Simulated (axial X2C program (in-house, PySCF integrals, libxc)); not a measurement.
## Bond lengths and stretching modes, held linear, of SiSH

Computed with an axial X2C code built on PySCF integrals: two-component X2C with atomic mean-field Coulomb and Gaunt terms, Gaussian nuclei, basis Si dyall-v3z, S dyall-av3z, H dyall-v3z with contracted cores. Spin-free rows use the one-electron spin-free X2C Hamiltonian.

Masses Si 27.977, S 31.972, H 1.008 u. States: 2c Ω = 1/2 (beyond evenly filled blocks: ω = 1/2); spin-free M_S = 1/2, Λ = 1 (beyond evenly filled blocks: π+α).

PBE0, 2c: energies above the lowest point

```
r(Si–S) (Å)  r(S–H) (Å)  E (meV)
     2.0582      1.3104    34.10
     2.0582      1.3440    19.90
     2.0582      1.3776    35.00
     2.1110      1.3104    13.87
     2.1110      1.3440     0.00
     2.1110      1.3776    15.50
     2.1110      1.4112    55.52
     2.1638      1.3104    34.74
     2.1638      1.3440    21.13
     2.1638      1.3776    36.94
     2.2166      1.3440    74.48
     2.2166      1.4112   131.17
```

Q: Fit a quadratic surface with cubic terms in each bond: where is the minimum, and what are the two stretching wavenumbers?

A: At PBE0, 2c: bonds 2.108 and 1.342 Å; harmonic stretches 516.9 and 2701.8 cm⁻¹; force constants 2.38, 4.2 and coupling 0.03 mdyn/Å.

The other levels and Hamiltonians give:

```
Hamiltonian  level  r(Si–S) (Å)  r(S–H) (Å)  lower stretch (cm⁻¹)  upper stretch (cm⁻¹)
         2c     HF        2.135       1.324                 491.0                2866.4
         2c    PBE        2.123       1.355                 499.8                2590.0
         2c    MP2        2.116       1.337                 517.7                2744.2
  spin-free   PBE0        2.108       1.342                 517.1                2703.1
  spin-free     HF        2.135       1.323                 491.3                2867.4
  spin-free    PBE        2.123       1.355                 500.1                2591.5
  spin-free    MP2        2.116       1.336                 517.9                2745.4
```

Each state is one determinant, the lowest of a limited PBE0 search; the stretches come from a fit to these few points and carry an uncertainty of a few per cent. Other orders of the atoms were not compared. MP2 freezes inner shells (threshold -2 hartree). The molecule was held linear; bending was not examined, so a bent shape may lie lower. Hydrosulfides and their kin are strongly bent in nature, so this linear model does not describe the real molecule. Note: functional without a current term on a determinant with orbital currents, of the molecule or an atom.
